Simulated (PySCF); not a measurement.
## Adding and removing an electron: NaH

PBE0; Na pcseg-2, H pcseg-2; no relativity (PySCF 2.14). Neutral (UKS): singlet (closed shell), Re = 1.892 Å, ωe = 1170 cm⁻¹, De = 1.77 eV, HOMO -5.12 eV, LUMO -1.29 eV.

NaH⁺ (UKS): doublet (σ ↑), Re = 2.582 Å, ωe = 341 cm⁻¹, De = 0.08 eV to Na⁺ + H. The energies at the minima are -162.74676 hartree for NaH and -162.49056 for NaH⁺.

(1) Work out the adiabatic ionisation energy, without and with harmonic zero-point energies (1 hartree = 27.2114 eV, 1 eV = 8065.5 cm⁻¹), and the change of the bond length.

Weak bonds: NaH⁺. Basis-set superposition, not corrected here, can be much of De in a small basis, most of all at correlated wavefunction levels. For an ion De counts to the pair picked by the measured ionisation energies or electron affinities, which need not be the lowest pair at this level. States were picked by a PBE0 search and need not be the measured ground states.

Answers

(1) At PBE0: 0.25620 hartree = 6.972 eV between the minima; the zero-point term (341.0 − 1170.0)/2 cm⁻¹ = -0.051 eV makes it 6.920 eV. Re changes by +69.0 pm against the neutral. Minus the HOMO energy is 5.12 eV, -1.85 eV from the value between the minima; self-interaction puts the Kohn–Sham level too high, less so with exact exchange. The electron leaves a σ orbital, and the ion is left as a loose complex of an ion and an atom.
